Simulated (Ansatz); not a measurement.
The end point of a relaxation of HfN. Level of theory: PBEsol (plane waves to 420 eV, PAW, scalar-relativistic; Ansatz, a first-principles code).

```xyz
2
Lattice="0.0000 2.2508 2.2508 2.2508 0.0000 2.2508 2.2508 2.2508 0.0000" Properties=species:S:1:pos:R:3 pbc="T T T"
Hf     0.0000     0.0000     0.0000
N      2.2508     2.2508     2.2508
```

Task: Determine the symmetry and give the standard cell with its independent sites.

Result: Space group Fm-3m (No. 225); a = b = c = 4.502 Å, α = β = γ = 90.00°

```csv
atom,site,symmetry,x,y,z
Hf,4a,m-3m,0.0000,0.0000,0.0000
N,4b,m-3m,0.5000,0.5000,0.5000
```

This is the rock salt type.

Task: Give the shortest distances between elements (the closest pairs, up to four, under 3.6 Å).

Result: Hf–N 2.25 Å; Hf–Hf 3.18 Å; N–N 3.18 Å.

| Item | Result |
|---|---|
| Volume per atom | 11.40 Å³ |
| Band gap | no gap (metallic) |

No spin polarisation in the result. The relaxed primitive cell holds an odd number of electrons. A magnetic state may lie lower.

Measured for HfN: a 4.519 Å (0 K or low temperature; as listed in Guo-Xu Zhang et al., New Journal of Physics (2018)). Computed minus measured — a: PBEsol -0.4 %. The computed values are for a static lattice.

The run could not lose the symmetry of its start.
